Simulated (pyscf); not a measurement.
PySCF, gas phase, ωB97X-D3(BJ)/def2-SVP geometries.

**Question.** For cyclic H₃AsOSi (SMILES O1[SiH2][AsH]1) + hydrogen (H₂) → H₃Si–O–AsH₂, a concerted two-bond exchange (singlet surface; As–Si, H–H broken, As–H, H–Si formed), PBE/def2-TZVP gives ΔE‡ = 1.31 eV and ΔE = -1.13 eV (zero: the separated reactants). In which direction and how far do r²SCAN/def2-TZVP, M06-2X/def2-TZVP, ωB97M-D3(BJ)/def2-TZVP move these?

**Answer.** r²SCAN: ΔE‡ = 1.37 eV, ΔE = -1.29 eV; M06-2X: ΔE‡ = 1.50 eV, ΔE = -1.43 eV; ωB97M-D3(BJ): ΔE‡ = 1.45 eV, ΔE = -1.48 eV. PBE's barrier lies under all of them, by 0.06 to 0.19 eV. Its reaction energy lies over all of them, by 0.16 to 0.35 eV. At the saddle there is also a short H–Si contact that neither side keeps. cyclic H₃AsOSi (SMILES O1[SiH2][AsH]1) lies 0.51 eV over its isomer HO–SiH=AsH (electronic energy, ωB97M-D3(BJ)/def2-TZVP). H₃Si–O–AsH₂ lies 0.46 eV over its isomer HO–SiH₂–AsH₂ (electronic energy, ωB97M-D3(BJ)/def2-TZVP). One saddle was located; it need not be the lowest between these sides. Elements up to Kr have no core potential and no relativistic terms here.
